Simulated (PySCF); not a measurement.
Oscillator strengths, rates and cross-sections

C₅H₉O (charge +1).
InChI=1S/C5H9O/c1-2-3-4-5-6/h2-4H2,1H3/q+1

The calculation used TDDFT PBE0/def2-SVPD, vertical, gas phase, core orbitals frozen in the response (PySCF 2.14.0, density-fitted response routines). Isolated species at its GFN2-xTB geometry (one conformer only). Torsions of this conformer, `[CH3:1][CH2:2][CH2:3][CH2:4][C:5]#[O+:6]`: C1–C2–C3–C4 -61°, C2–C3–C4–C5 -79°.

Computed singlets with f of 0.002 or more:

```json
{"state": "S2", "ν̃ (cm⁻¹)": "43660", "f": "0.011"}
{"state": "S3", "ν̃ (cm⁻¹)": "44500", "f": "0.0023"}
{"state": "S4", "ν̃ (cm⁻¹)": "44810", "f": "0.030"}
{"state": "S5", "ν̃ (cm⁻¹)": "45410", "f": "0.0068"}
```

**Question.** Give A, τ, |μ| and ∫σ dE for each state.

**Answer.** A / s⁻¹ = 0.6670 f (ν̃ / cm⁻¹)² and τ = 1/A in vacuum; |μ| follows from f = (2/3) ΔE |μ|² (atomic units, 1 au = 2.5417 D); ∫σ dE = 109.76 f Mb·eV.

```
state  A (s⁻¹)       τ  |μ| (D)  ∫σ dE (Mb·eV)
   S2  1.4×10⁷   70 ns     0.74            1.2
   S3  3.1×10⁶  330 ns     0.33           0.25
   S4  4.1×10⁷   25 ns     1.20            3.3
   S5  9.4×10⁶  110 ns     0.56           0.75
```

Leading configurations: S2 H→L+1 (66%); S3 H-1→L+1 (65%); S4 H-1→L (42%); S5 H-2→L (50%) (H = HOMO, L = LUMO).

These lifetimes count emission to the ground state at the vertical energy alone; relaxation of the geometry and all other decay channels are left out.

**Question.** What is the integrated cross-section of all computed states together?

**Answer.** Σf = 0.053 over S1 to S6, so 109.76 × Σf ≈ 5.78 Mb·eV.

**Question.** Suppose S2 emitted 0.3 eV lower with the same transition dipole. How would A change?

**Answer.** At fixed |μ|, A goes as the cube of the energy: (5.11/5.41)³ = 0.84, which makes τ about 83 ns.

**Question.** How much energy does a mole of photons resonant with S4 carry?

**Answer.** 5.556 eV × 96.485 = 536 kJ/mol (128 kcal/mol).
